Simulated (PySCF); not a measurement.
Work out the structure from these simulated measurements.

Formula: C2H5N.

| Quantity | Value |
| --- | --- |
| Rotational structure | rotational constants A, B, C: 53.919, 10.691, 9.444 GHz [PBE0-D3(BJ)/def2-SVP] |
| Dipole | 1.49 D [B3LYP/def2-SVPD] |
| 13C NMR | chemical shifts (computed TMS as zero) by class: 163.6 (1 C), 54.0 (1 C) ppm [GIAO CAM-B3LYP/pcSseg-2] |
| XPS | C1s 291.6, C1s 291.8, N1s 405.1 eV [ΔSCF SCAN, pcX-2 on the ionised atom, pcseg-1 elsewhere, spin-free X2C] |
| Polarisability | 35.8 au [B3LYP/def2-SVPD] |
| Valence photoelectron | vertical ionisation energy: 9.81 eV [ΔSCF B3LYP/def2-SVPD] |
| Triplet | lowest triplet excitation (Tamm–Dancoff): 4.06 eV [TDA B3LYP/def2-SVPD] |
| 1H NMR | chemical shifts (computed TMS as zero) by class: 7.66 (1 H), 7.17 (1 H), 3.49 (3 H) ppm [GIAO CAM-B3LYP/pcSseg-2] |

Electronic properties: PySCF, gas phase, density fitting. Levels stand in brackets. Isolated species at its PBE0-D3(BJ)/def2-SVP geometry, gas phase. NMR values are class means; diastereotopic atoms form classes of their own.

Question: What is the compound? Reason from the data.

Answer: Numbering: `[CH2:1]=[N:2][CH3:3]`. Its formula, C2H5N, gives 1 degree of unsaturation: 0 rings and 1 π bond in the structure found. 2 carbons fall into 2 classes; from least to most shielded: imine carbon [C1] (163.6 ppm), N-methyl carbon [C3] (54.0 ppm). Hydrogen classes from least to most shielded: 1 H on an imine carbon, C1 (7.66 ppm), 1 H on an imine carbon, C1 (7.17 ppm), 3 H on an N-methyl carbon, C3 (3.49 ppm, a mean of values up to 0.9 ppm apart in this geometry). The core levels belong to: C1s 291.6 eV, N-methyl carbon [C3]; C1s 291.8 eV, imine carbon [C1]; N1s 405.1 eV, imine nitrogen [N2]. The first electron is taken from the HOMO, whose largest Löwdin shares are 0.61 on the imine nitrogen, 0.13 on the imine carbon, 0.11 on the N-methyl carbon and 0.06 on a hydrogen on a C=N carbon. The optimised geometry has point group Cs and is an asymmetric top. Structure: N-methylmethanimine (`C=NC`). Computed isomers that give other values at the same levels: `[H]/N=C\C` (rotational constant A: 50.477 GHz; this holds for the one conformer computed); `[H]/N=C/C` (smallest rotational constant: 8.738 GHz; this holds for the one conformer computed); `C1CN1` (core binding energies: C1s 291.6 (×2), N1s 405.2 eV). The assignments are read from this structure; whether some other isomer fits the data as well wasn't checked.
